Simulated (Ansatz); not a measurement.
System: zinc-blende MgS (metastable phase). Method: rVV10 (PAW; Ansatz, a quantum-chemistry and plane-wave program).

Numerical settings: plane-wave cutoff 520 eV, 10×10×10 k mesh, Fermi–Dirac smearing 0.01 eV, scalar-relativistic PAW data made under PBE.

Computed points:

```
V (Å³/atom)  E − E_lowest (meV/atom)  P (GPa)
-----------  -----------------------  -------
21.577                         16.27     3.99
22.036                          6.99     2.52
22.495                          1.69     1.20
22.955                          0.00     0.00
23.414                          1.56    -1.08
23.873                          6.07    -2.05
24.332                         13.24    -2.93
```

Question: What bulk modulus B0 and pressure derivative B′ does a third-order Birch–Murnaghan fit give?

Answer: V0 = 22.956 Å³/atom, B0 = 56.7 GPa, B′ = 4.1 (fit to the energies at full precision).
